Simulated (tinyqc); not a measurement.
Worked calculation: Born-Oppenheimer dynamics on the RHF/sto-3g surface (energies and gradients from PySCF), for H2O, spin multiplicity 1. Computed by tinyqc, a small Python program that keeps every step (integrals from PySCF). Settings: charge = 0, multiplicity = 1, basis = sto-3g, time step (fs) = 0.2, steps = 16. Command: `OMP_NUM_THREADS=1 python tinyqc.py 21497 21498 out.jsonl` (the two numbers bound the seeds that draw the settings). One thread of a shared host (Intel(R) Xeon(R) Processor @ 2.60GHz), about 1 s of CPU time with the checks.

positions (bohr):
```
,x,y,z
1O,-0.0076,-0.0132,0.0151
2H,0.0454,1.2831,1.1867
3H,0.0680,-1.3001,1.2340
```

The total energy should stay constant up to terms of order dt^2; the step counts as short enough if it moves by less than 2 % of the largest kinetic energy.

Trajectory:
```
time (fs),1O-2H (angstrom),potential (hartree),kinetic (hartree),total (hartree)
0.0000,0.9251,-74.955077,0.001174,-74.953904
0.2000,0.9260,-74.955648,0.001740,-74.953908
0.4000,0.9289,-74.956748,0.002832,-74.953916
0.6000,0.9336,-74.958245,0.004317,-74.953928
0.8000,0.9401,-74.959957,0.006017,-74.953940
1.0000,0.9481,-74.961685,0.007734,-74.953952
1.2000,0.9573,-74.963243,0.009282,-74.953961
1.4000,0.9675,-74.964474,0.010507,-74.953967
1.6000,0.9783,-74.965274,0.011304,-74.953970
1.8000,0.9894,-74.965591,0.011622,-74.953969
2.0000,1.0006,-74.965426,0.011460,-74.953966
2.2000,1.0117,-74.964825,0.010864,-74.953960
2.4000,1.0222,-74.963867,0.009914,-74.953953
2.6000,1.0321,-74.962655,0.008709,-74.953946
2.8000,1.0410,-74.961301,0.007362,-74.953939
3.0000,1.0489,-74.959919,0.005987,-74.953932
3.2000,1.0556,-74.958616,0.004690,-74.953926
```

Is the time step short enough?

Yes. The total energy moves within 6.6e-05 hartree, under 2 % of the largest kinetic energy.
